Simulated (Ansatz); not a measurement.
This geometry of C$_{2}$H$_{3}$NS (7 atoms, charge 0, multiplicity 1) is a first-order saddle point.

Theory: Ansatz, RKS PBE0/def2-SVP.

```xyz
7
Properties=species:S:1:pos:R:3
N -1.039 0.846 -0.831
C -0.396 0.020 -0.228
C 0.798 -0.350 0.517
S -0.432 -1.720 0.314
H -1.530 1.560 -1.319
H 1.741 -0.465 -0.034
H 0.919 0.042 1.535
```

Task: Which two structures does it join? (They come from a converged band through this point; their orientation in space is the band's.)

Result: No bond is made or broken. The dihedral H5–N1–C2–S4 changes from -180 to 0° by way of a nearly straight angle H5–N1–C2 (up to 177°), not by a turn about the bond.

Initial state:

```xyz
7
Properties=species:S:1:pos:R:3
N -1.391 0.468 -0.894
C -0.524 -0.154 -0.238
C 0.765 -0.185 0.446
S -0.239 -1.740 0.423
H -1.093 1.436 -1.051
H 1.683 -0.200 -0.154
H 0.859 0.307 1.422
```

Final state:

```xyz
7
Properties=species:S:1:pos:R:3
N -0.896 1.084 -0.833
C -0.348 0.129 -0.238
C 0.837 -0.252 0.505
S -0.454 -1.559 0.251
H -1.805 0.824 -1.224
H 1.776 -0.401 -0.041
H 0.951 0.107 1.535
```

Task: How far does it lie above each of them?

Result: 79.0 kJ/mol above the first and 88.8 kJ/mol above the second. This is the barrier of this one path; another mechanism may lie lower.

Time of the run: 84 s on 1 thread of Arm Neoverse V1, on a shared host, peak memory 0.14 GiB.
